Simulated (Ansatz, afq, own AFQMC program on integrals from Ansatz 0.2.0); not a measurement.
# BPH3, doublet: AFQMC among the cluster methods

```yaml
atoms:
  - { symbol: B, position_ang: [0.0288, 0.0502, 1.3153] }
  - { symbol: P, position_ang: [-0.0263, -0.0626, -0.5578] }
  - { symbol: H, position_ang: [-0.3421, 1.0499, 1.8592] }
  - { symbol: H, position_ang: [0.3292, -0.8995, 1.9766] }
  - { symbol: H, position_ang: [0.5114, 1.2339, -0.8022] }
```

Connectivity, by distances: BH2–PH.

Basis cc-pVDZ. Noble-gas cores (and the filled d shells of Ga–Kr and In–Xe) are frozen. AFQMC by an in-house program on the Cholesky factors that Ansatz 0.2.0 writes for its CCSD(T) run. ph-AFQMC/CISD is guided by a CISD state made of CCSD amplitudes; releasing the constraint for a short imaginary time cuts its bias at the price of noise, slowly where states lie close. Free projection: walkers drawn from exp(T), propagated without any constraint. Its projection time is finite, and what remains of the start isn't in its error. Error bars are statistical, one sigma.

Determinant: UHF, the one that the program's search chose, which needn't be the lowest solution. The geometry is a point of a scan.

No full CI on the walks' own integrals is used here; CCSDT(Q) serves as the reference and is uncertain by about the last step of the cluster series.

```
T1 diagnostic                               : 0.0204
weight of the determinant in the CISD state : 0.878
⟨S²⟩ of the determinant                     : 0.763
size of the correlated space                : 11 electrons in 41 orbitals
```

Reference: CCSDT(Q), correlation energy -6.297 eV. The released energy is read at 2.40 1/Eh (meV from the phaseless value at times in 1/Eh: 9 ± 10 at 0.24, 6 ± 11 at 0.51, 3 ± 9 at 0.99, 4 ± 11 at 1.62, 28 ± 12 at 2.40).

```
         level  E − E(reference) (mEh)  share of correlation (%)
            HF                  231.42                      0.00
           MP2                   46.88                     79.74
          CCSD                    7.57                     96.73
       CCSD(T)                    1.45                     99.37
         CCSDT                    0.32                     99.86
 ph-AFQMC/CISD            -0.36 ± 0.36                    100.16
released AFQMC             0.68 ± 0.43                     99.70
    free AFQMC             0.55 ± 0.38                     99.76
```

Free projections are given only where their last times agree within the noise and don't stop above the reference; a slow remainder of the start can still hide under it. Released energies are given only where the last usable release times agree within the noise; a slower fall can still hide under it.
